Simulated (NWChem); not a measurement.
System: disilane (Si$_{2}$H$_{6}$); SMILES [SiH3][SiH3]

All runs: NWChem. Medium grid unless said otherwise, to which SCAN and Minnesota functionals are sensitive. All runs use the structure optimised with PBE0/def2-SVP. Total energies of different functionals are on different scales.

```json
[
 {"level": "B3LYP/def2-SVP", "energy (Ha)": "-582.4346", "highest occupied level (eV)": "-8.19", "orbital gap (eV)": "8.56"},
 {"level": "PBE/def2-SVP", "energy (Ha)": "-582.0665", "highest occupied level (eV)": "-7.28", "orbital gap (eV)": "6.93"},
 {"level": "PW91/def2-SVP", "energy (Ha)": "-582.3420", "highest occupied level (eV)": "-7.31", "orbital gap (eV)": "6.94"},
 {"level": "r2SCAN/def2-SVP", "energy (Ha)": "-582.3281", "highest occupied level (eV)": "-7.59", "orbital gap (eV)": "7.46"},
 {"level": "BP86/def2-SVP", "energy (Ha)": "-582.4422", "highest occupied level (eV)": "-7.39", "orbital gap (eV)": "6.95"},
 {"level": "PW6B95/def2-SVP", "energy (Ha)": "-582.9090", "highest occupied level (eV)": "-8.46", "orbital gap (eV)": "9.01"},
 {"level": "LC-wPBE (HJS exchange hole, range parameter 0.4 per bohr)/def2-SVP", "energy (Ha)": "-582.1679", "highest occupied level (eV)": "-11.06", "orbital gap (eV)": "13.74"}
]
```
